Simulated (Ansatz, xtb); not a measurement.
H3NPSi: which of two structures lies lower

Structure a: `N1[SiH2][P]1`, a doublet. Structure b: a doublet given by its coordinates. Both are isolated molecules in the gas phase, relaxed with PBE-D3(BJ)/def2-SVP.

a (Å):

```xyz
6

N    -1.2888    1.4648    1.4846
P     0.3147    0.9054    1.9533
Si   -0.2704    2.5520    0.5794
H    -2.2081    1.2943    1.8956
H    -0.3170    2.4196   -0.9142
H    -0.2291    3.9892    1.0105
```

b (Å):

```xyz
6

N     0.2103    1.7539    0.9011
P    -2.7522    2.2053    2.5840
Si   -1.3579    2.4434    1.0425
H     0.8260    1.9276    0.1054
H     0.6164    1.1321    1.6016
H    -1.5571    3.2825   -0.1895
```

Close contacts (Å): N1–Si3 1.72, P2–Si3 2.09, N1–H4 1.02, N1–H5 1.02, Si3–H6 1.50.

**Question.** Which of the two would you expect CCSD(T)/def2-SVP electronic energies to favour?

**Answer.** Structure b; the calculation gives E(b) − E(a) = −6.3 kcal/mol.

How the difference moves with the method:

```csv
level,geometry,E(b) − E(a) (kcal/mol),departure from the last row (kcal/mol),"job, with rough time for the two"
GFN2-xTB,GFN2-xTB,+2.3,+8.6,"optimisation, 2 s"
HF/STO-3G,GFN2-xTB,+6.9,+13.2,"single point, 7.2 s"
r2SCAN-D4/def2-SVP,GFN2-xTB,−6.1,+0.2,"single point, 20 s"
PBE-D3(BJ)/def2-SVP,PBE-D3(BJ)/def2-SVP,−4.2,+2.1,"optimisation, 2.3 min"
HF/def2-SVP,PBE-D3(BJ)/def2-SVP,−10.9,−4.6,part of the CCSD(T) run
MP2/def2-SVP,PBE-D3(BJ)/def2-SVP,−4.9,+1.4,part of the CCSD(T) run
CCSD(T)/def2-SVP,PBE-D3(BJ)/def2-SVP,−6.3,,"single point, 33 s"
```

GFN2-xTB, HF/STO-3G put the two in the other order. The largest departure from CCSD(T)/def2-SVP is that of HF/STO-3G, 13.2 kcal/mol. MP2 in a larger basis moves the difference by +0.3 kcal/mol, a step that isn't added because spin contamination makes open-shell MP2 unreliable in this search.

With harmonic frequencies from PBE-D3(BJ)/def2-SVP (ideal gas, rigid rotor, one conformer each, 298.15 K, 1 atm): the zero-point term adds +1.8 kcal/mol; ΔH is −4.2 and ΔG −4.7 kcal/mol.

Open shells are spin-unrestricted, with notable spin contamination under HF/STO-3G, HF/def2-SVP, MP2/def2-SVP, CCSD(T)/def2-SVP. The correlated steps freeze 11 core orbitals. Mirror images aren't counted in ΔG. Run with Ansatz 0.2.0, xtb 6.7.1; the last row on 1 thread of Intel(R) Xeon(R) Processor @ 2.50GHz (Skylake/Cascade Lake) on a shared host.
